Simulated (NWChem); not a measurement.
# C4H6 (1,3-butadiene) at B3LYP/3-21G

Aim: the vertical ionisation energy of C4H6 (1,3-butadiene) at B3LYP/3-21G, from 2 runs. 

The calculation is run with NWChem 7.3.0.

**1. Starting point**

C4H6 has 10 atoms, charge 0, and is taken as a singlet. SMILES: `C=CC=C`. The coordinates come from a PBE0-D4/def2-TZVP relaxation. This is one conformer, not always the lowest.

Bond lengths: C1–C2 1.332 Å, C2–C3 1.449 Å, C3–C4 1.332 Å, C1–H5 1.085 Å, C1–H6 1.083 Å, C2–H7 1.088 Å, C3–H8 1.088 Å, C4–H9 1.085 Å, C4–H10 1.083 Å. Some angles: C1–C2–C3 124.1°, C2–C3–C4 124.1°, C1–C2–H7 119.5°, C3–C2–H7 116.4°, C2–C1–H5 121.2°, C2–C1–H6 121.7°, C2–C3–H8 116.4°, C4–C3–H8 119.5°, C3–C4–H9 121.2°, C3–C4–H10 121.7°.

**2. The energy at B3LYP/3-21G**

File m1.nw:

```
start m1
memory total 2200 mb
charge 0
geometry units angstroms noautosym nocenter noautoz
  C    -1.238700    0.817200   -1.071400
  C    -0.552400    0.453400    0.010700
  C     0.569100   -0.463500   -0.010200
  C     1.255300   -0.827500    1.072000
  H    -0.984700    0.433100   -2.054200
  H    -2.072000    1.506400   -1.011400
  H    -0.830800    0.855200    0.982800
  H     0.847600   -0.865200   -0.982300
  H     1.001000   -0.443600    2.054900
  H     2.088600   -1.516600    1.012000
end
basis spherical bse
  * library 3-21G
end
dft
  xc b3lyp
  grid fine
  convergence energy 1e-08
  iterations 100
  mulliken
  print low
end
task dft energy
```

The run is started by

```console
$ nwchem m1.nw > m1.out
```

The program printed:

```text
[...]
 d= 0,ls=0.0,diis     1   -155.1019773531 -2.59D+02  9.09D-03  3.56D-01     0.8
[...]
 d= 0,ls=0.0,diis     8   -155.1402604336  1.21D-10  8.44D-07  2.37D-09     4.7
         Total DFT energy =     -155.140260433596
      One electron energy =     -413.039271042170
           Coulomb energy =      177.581197689776
    Exchange-Corr. energy =      -23.823199652987
 Nuclear repulsion energy =      104.141012571784
[...]
      Total Density - Mulliken Population Analysis
     ---------------------------------------------
    Atom       Charge   Shell Charges
 -----------   ------   -------------------------------------------------------
    1 C    6     6.37   1.99  0.40  1.66  0.96  1.36
    2 C    6     6.19   1.99  0.41  1.68  0.91  1.20
    3 C    6     6.19   1.99  0.41  1.68  0.91  1.20
    4 C    6     6.37   1.99  0.40  1.66  0.96  1.36
    5 H    1     0.82   0.48  0.34
    6 H    1     0.81   0.48  0.33
    7 H    1     0.81   0.48  0.34
    8 H    1     0.81   0.48  0.34
    9 H    1     0.82   0.48  0.34
   10 H    1     0.81   0.48  0.33
[...]
```

Run time: 5.4 s. Hardware: 1 thread of Intel Xeon Platinum 8488C (Sapphire Rapids), shared host; peak memory 0.11 GiB.

**3. The doublet cation at the same level**

File job.nw:

```
start job
memory total 2200 mb
charge 1
geometry units angstroms noautosym nocenter noautoz
C    -1.238700    0.817200   -1.071400
C    -0.552400    0.453400    0.010700
C     0.569100   -0.463500   -0.010200
C     1.255300   -0.827500    1.072000
H    -0.984700    0.433100   -2.054200
H    -2.072000    1.506400   -1.011400
H    -0.830800    0.855200    0.982800
H     0.847600   -0.865200   -0.982300
H     1.001000   -0.443600    2.054900
H     2.088600   -1.516600    1.012000
end
basis "ao basis" spherical bse
* library 3-21G
end
dft
xc b3lyp
mult 2
grid fine
convergence energy 1e-08
maxiter 100
mulliken
noprint "final vectors analysis"
end
task dft energy
```

The run is started by

```console
$ nwchem job.nw > job.out
```

The program printed:

```text
[...]
          Wavefunction type:  spin polarized.
          No. of atoms     :    10
          No. of electrons :    29
[...]
          Charge           :     1
          Spin multiplicity:     2
[...]
          AO basis - number of functions:    48
[...]
              XC Information
              --------------
                         B3LYP Method XC Potential
                     Hartree-Fock (Exact) Exchange  0.200
                        Slater Exchange Functional  0.800 local
                    Becke 1988 Exchange Functional  0.720 non-local
              Lee-Yang-Parr Correlation Functional  0.810
                  VWN I RPA Correlation Functional  0.190 local
[...]
 d= 0,ls=0.0,diis     1   -154.7667751221 -2.59D+02  8.78D-03  1.32D-01     1.2
[...]
 d= 0,ls=0.0,diis    10   -154.8173709132 -5.35D-09  8.71D-07  1.71D-10     9.1
[...]
         Total DFT energy =     -154.817370913200
      One electron energy =     -405.350587042164
           Coulomb energy =      169.898693427635
    Exchange-Corr. energy =      -23.506489870455
 Nuclear repulsion energy =      104.141012571784
[...]
      Total Density - Mulliken Population Analysis
     ---------------------------------------------
    Atom       Charge   Shell Charges
 -----------   ------   -------------------------------------------------------
    1 C    6     6.25   1.99  0.43  1.62  1.03  1.18
    2 C    6     6.16   1.99  0.42  1.67  0.94  1.14
    3 C    6     6.16   1.99  0.42  1.67  0.94  1.14
    4 C    6     6.25   1.99  0.43  1.62  1.03  1.18
    5 H    1     0.70   0.47  0.24
    6 H    1     0.69   0.47  0.22
    7 H    1     0.71   0.47  0.24
    8 H    1     0.71   0.47  0.24
    9 H    1     0.70   0.47  0.24
   10 H    1     0.69   0.47  0.22
[...]
      <S2> =      0.7637 (Exact =     0.7500)
[...]
```

Run time: 9.6 s. Hardware: 1 thread of Intel Xeon Platinum 8488C (Sapphire Rapids), shared host; peak memory 0.12 GiB.

**4. Summary of results**

At B3LYP/3-21G:

```
                                          quantity          value
                        singlet C4H6: total energy  -155.14026 Eh
                      doublet cation: total energy  -154.81737 Eh
                              doublet cation: ⟨S²⟩          0.764
vertical ionisation energy (to the doublet cation)       8.786 eV
```

**Reading.** The vertical ionisation energy comes to 8.79 eV (848 kJ/mol).
